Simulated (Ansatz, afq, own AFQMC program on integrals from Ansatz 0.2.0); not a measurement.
**Atomization energy of AlB, triplet**

```yaml
atoms:
  - { symbol: B, position_ang: [0.0000, 0.0000, 0.0000] }
  - { symbol: Al, position_ang: [0.0000, 0.0000, 2.0234] }
```

Atoms in their ground-state spins without spin–orbit coupling (mostly on UHF) minus the molecule (UHF), without zero-point energy. The geometry is a stationary point, not shown to be a minimum.

Basis cc-pVDZ. Noble-gas cores (and the filled d shells of Ga–Kr and In–Xe) are frozen. Integrals, coupled cluster, full CI and functionals: Ansatz 0.2.0; the random walks run on the same integrals in our own AFQMC program. The CISD trial takes its coefficients from CCSD amplitudes. Released means that phaseless walkers are propagated on without the constraint, phases kept. Error bars are statistical, one sigma. The errors of all members are added in quadrature.

Full CI on the same integrals is exact in this basis and with this determinant's frozen core.

Errors are counted within cc-pVDZ, not against nature.

Cautions: AlB (triplet): an unrestricted solution with more broken spin lies lower, strong correlation (T1 0.085, weight of the determinant 0.78, largest double 0.18), (T) is large, 7 % of the CCSD correlation, unrestricted determinant spin contaminated (⟨S²⟩ 2.15 against 2.00), the released energies have errors that jump between times, so the bars are unsure, so no released level is given (meV from the phaseless value at times in 1/Eh: -12 ± 3 at 0.24, -17 ± 3 at 0.51, -46 ± 16 at 0.99, -42 ± 3 at 1.62, -56 ± 11 at 2.40), its ph-AFQMC/CISD value lies 79 ± 3 meV above full CI.

| level | atomization energy (eV) |
| --- | --- |
| HF | 0.584 |
| MP2 | 1.405 |

Q: From these cheaper values, estimate the atomization energy at the reference level in cc-pVDZ.

A: 1.685 eV (full CI in cc-pVDZ).

```
        level  atomization energy (eV)  error against FCI (eV)
         CCSD                    1.404                  -0.281
      CCSD(T)                    1.611                  -0.074
  ph-AFQMC/HF            1.507 ± 0.024          -0.178 ± 0.024
ph-AFQMC/CISD            1.613 ± 0.004          -0.072 ± 0.004
```

Correlation beyond CCSD(T) adds 0.074 eV. The perturbative (T) step is worth +0.207 eV. Where the cautions show a poor determinant, the low rows tell how each method copes with it, not its usual error.

A walk keeps the symmetry of its determinant, which the program's search chose and which needn't be the lowest solution, so a lower state of the same spin and another symmetry isn't excluded.
